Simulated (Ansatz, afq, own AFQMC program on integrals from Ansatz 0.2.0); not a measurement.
## AFQMC, coupled cluster and functionals along a coordinate of SbH⁺, quartet

```xyz
2

Sb    0.0000    0.0000    0.0000
H     0.0000    0.0000    1.8710
```

The Sb1–H2 distance is changed with both sides rigid. Energies in kcal/mol count from this geometry (1.871 Å) at the same level; the start stands on UHF, each point on the determinant named.

Basis def2-TZVP with its core potentials. Only valence electrons are correlated. Integrals, coupled cluster, full CI and functionals: Ansatz 0.2.0; the random walks run on the same integrals in our own AFQMC program. ph-AFQMC/CISD is guided by a CISD state made of CCSD amplitudes; releasing the constraint for a short imaginary time cuts its bias at the price of noise, slowly where states lie close. ± is one standard error of the sampling. No spin–orbit coupling.

Cautions, each for one point or more: inner d shell frozen; lower spins were not checked; no spin-orbit coupling; the ph-AFQMC/CISD walk drifts between its halves.

```
r(Sb1–H2) / Å  det.     T1  weight  ⟨S²⟩  CCSD(T)  ph-AFQMC/CISD  released AFQMC   FCI  CCSDT(Q)  B2PLYP  PBE0
        1.718   UHF  0.021    0.94  3.77      0.3     0.4 ± 0.03      0.4 ± 0.02   0.4       0.4     1.4   1.5
        2.108   UHF  0.022    0.94  3.77      3.4     3.4 ± 0.03      3.4 ± 0.02   3.4       3.4     1.8   1.6
        2.614   UHF  0.014    0.95  3.76     11.3    11.4 ± 0.02               –  11.4      11.4     8.2   7.9
        3.392   UHF  0.008    0.95  3.76     17.4    17.4 ± 0.03               –  17.5      17.5    15.0  15.5
        5.100   UHF  0.007    0.95  3.76     19.0    19.1 ± 0.02     19.1 ± 0.01  19.1      19.1    17.7  19.4
```

Weight is that of the determinant in the CISD state; at the start T1 is 0.022 and the weight 0.94, and ⟨S²⟩ is 3.77. A dash marks a missing value, a released energy that hasn't settled or a functional that sits on another state. Largest departures from full CI: CCSD(T) -0.1 kcal/mol at 5.100 (on UHF), ph-AFQMC/CISD -0.1 kcal/mol at 3.392 (on UHF), released AFQMC 0.0 kcal/mol at 2.108 (on UHF) (within the noise), CCSDT(Q) 0.0 kcal/mol at 5.100 (on UHF), B2PLYP -3.2 kcal/mol at 2.614, PBE0 -3.5 kcal/mol at 2.614. Functionals count only at points shown to share the start's state and spin.

Some points may be missing: those where a free walk finds a much lower state, and past Zn most of those on another determinant than at the start.

CCSDT and higher add their correlation energy to the determinant of the CCSD(T) run, since their own runs factorise the integrals more tightly (a shift of under 2 meV). A walk keeps the symmetry of its determinant, which the program's search chose and which needn't be the lowest solution, so a lower state of the same spin and another symmetry isn't excluded. Released energies are given only where the last usable release times agree within the noise; a slower fall can still hide under it.
